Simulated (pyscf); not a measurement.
Thermochemistry of product channels of AsH₃ + O [triplet] on the triplet surface, in kcal/mol, from CCSD(T)/def2-TZVPP + ΔMP2(QZVPP) energies (ideal gas, 1 atm, RRHO with modes under 100 cm⁻¹ raised to 100, one conformer, R ln 2 for rigid chiral ones). Structures and frequencies: ωB97X-D3(BJ)/def2-SVP in PySCF. MP2 and CC: frozen core, UHF for open shells. ΔMP2 is the change of the MP2 total energy from the triple- to the quadruple-zeta basis.

```json
[
 {"products": "HO–AsH• + H•", "ΔE": "-32.6", "ΔH(298 K)": "-33.4", "ΔG(600 K)": "-34.0", "ΔG(1200 K)": "(withheld)"},
 {"products": "AsH₂• + OH•", "ΔE": "-26.0", "ΔH(298 K)": "-26.3", "ΔG(600 K)": "-30.4", "ΔG(1200 K)": "-34.3"},
 {"products": "O=AsH + H• + H•", "ΔE": "(withheld)", "ΔH(298 K)": "+36.0", "ΔG(600 K)": "+20.9", "ΔG(1200 K)": "+3.9"},
 {"products": "AsH [triplet] + H₂O", "ΔE": "-77.8", "ΔH(298 K)": "-74.7", "ΔG(600 K)": "-77.8", "ΔG(1200 K)": "-80.3"},
 {"products": "•O–AsH₂ + H•", "ΔE": "+1.3", "ΔH(298 K)": "-1.8", "ΔG(600 K)": "-2.1", "ΔG(1200 K)": "(withheld)"}
]
```

Complete the blanks.


- HO–AsH• + H•, ΔG(1200 K): -35.5
- O=AsH + H• + H•, ΔE: +43.0
- •O–AsH₂ + H•, ΔG(1200 K): -3.5

These are energies of the channels, which say nothing of barriers. O=AsH lies 7.5 kcal/mol over its isomer HO–As: [triplet], and others may lie lower still (electronic energy, ωB97M-D3(BJ)). The CCSD(T) − MP2 part came from Ansatz, without density fitting, on the same reference. The frozen core leaves the outer d or s,p core shells of the metals and heavy elements correlated in the MP2 and CC values, and def2-TZVPP describes them poorly, which can shift differences by a few kcal/mol. Left out: orbital degeneracy and the spin-orbit lowering of OH, O. Elements up to Kr have no core potential and no relativistic terms here.
